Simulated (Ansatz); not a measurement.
Worked example: the enthalpy of formation of CH4 (methane)

CH4 has 5 atoms, charge 0, and is taken as a singlet. As SMILES, `C`. The shape is that of a PBE0-D4/def2-TZVP optimisation.

Total energies at wB97M-V/3-21G (Ansatz 0.2.0); the atoms run unrestricted:

| species | state | energy (Eh) |
| --- | --- | --- |
| CH4 | singlet | -40.256567 |
| C | triplet | -37.631568 |
| H | doublet | -0.486214 |

Harmonic wavenumbers at PBE0-D4/def2-TZVP, in cm⁻¹: 1326, 1326, 1326, 1551, 1551, 3047, 3168, 3168, 3168.

Measured heats of formation of the gaseous atoms at 298.15 K, in kJ/mol: C 716.9, H 218.0. Take 1 Eh = 2625.50 kJ/mol, 1 cm⁻¹ = 0.0119627 kJ/mol, RT = 2.479 kJ/mol.

**Question.** Work out the heat of formation of the gas at 298 K.

**Answer.** 
1. Electronic atomisation energy: (-37.631568) + 4 × (-0.486214) − (-40.256567) = 0.680143 Eh = 1785.7 kJ/mol.
2. Zero-point energy: half the sum of the wavenumbers, 9815.5 cm⁻¹ = 117.4 kJ/mol.
3. Thermal vibrational enthalpy, Σ hcν̃/(exp(hcν̃/kT) − 1): 0.1 kJ/mol. Translation, rotation and pV of a non-linear molecule: 4 RT = 9.9 kJ/mol.
4. The 5 free atoms carry 5/2 RT each: 31.0 kJ/mol.
5. Atomisation enthalpy at 298 K: 1785.7 − 117.4 − 0.1 − 9.9 + 31.0 = 1689.3 kJ/mol.
6. Sum of the atoms' heats of formation: 1588.9 kJ/mol. Heat of formation: 1588.9 − 1689.3 = -100.4 kJ/mol.

The tabulated value is -74.5 kJ/mol (Active Thermochemical Tables), so this level is off by -25.9 kJ/mol, or 1.6 % of the atomisation enthalpy that the table implies (1663.4 kJ/mol). Anharmonicity and any spin-orbit splitting of the molecule are left out.
